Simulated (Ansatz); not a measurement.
Consider the formal loss of a carbene: `CC(O)(F)F` → `[CH2]` (triplet) + `OC(F)F`.

Computed with Ansatz on PBE0-D4/def2-TZVP structures; ΔE is electronic, products minus reactants. CBS: MP2 limit from def2 TZ/QZ plus the TZ coupled-cluster correction, frozen cores. This one scheme is used for every species. DFT in def2-TZVPP. Triplets are unrestricted, without spin–orbit coupling. One conformer a species, not always the lowest.

`CC(O)(F)F`:

```xyz
9

C     0.505    0.907    0.099
C    -0.066   -0.474   -0.010
O    -1.390   -0.437   -0.292
F     0.593   -1.192   -0.967
F     0.144   -1.174    1.144
H    -0.006    1.447    0.895
H     0.364    1.431   -0.844
H     1.568    0.837    0.326
H    -1.713   -1.344   -0.353
```

`[CH2]` (triplet):

Z-matrix (Å, degrees):
```
C
H 1 1.079
H 1 1.079 2 134.9
```

`OC(F)F`:

Z-matrix (Å, degrees):
```
C
F 1 1.355
F 1 1.355 2 105.7
O 1 1.346 2 111.4 3 -121.2
H 1 1.091 2 109.4 3 117.7
H 4 0.966 1 108.8 2 58.9
```

```tsv
species	PBE-QIDH energy (Eh)
`CC(O)(F)F`	-353.30134
`[CH2]` (triplet)	-39.10983
`OC(F)F`	-314.01629
```

Question: Work out ΔE.

Answer: ΔE = (-39.10983) + (-314.01629) − (-353.30134) = 0.17522 Eh = +460.0 kJ/mol. CCSD(T)/CBS gives +465.1 kJ/mol.

Largest T1 diagnostic among the species: 0.012.

The D4 term adds +8.7 kJ/mol with B3LYP and +4.5 kJ/mol with PBE0; it sums over pairs of atoms, weighted by their polarisabilities, and B3LYP, whose exchange is more repulsive, gets the larger term. At CCSD(T), def2-SVP lies −13.3 kJ/mol from the extrapolated value and def2-TZVPP −12.9 kJ/mol. In def2-TZVPP, CCSD(T) changes the Hartree–Fock value by +133.9 kJ/mol (the triples alone add +10.9 kJ/mol) and MP2 by +145.5 kJ/mol.

B3LYP here is the variant with VWN-RPA as its local correlation; programs differ in this.
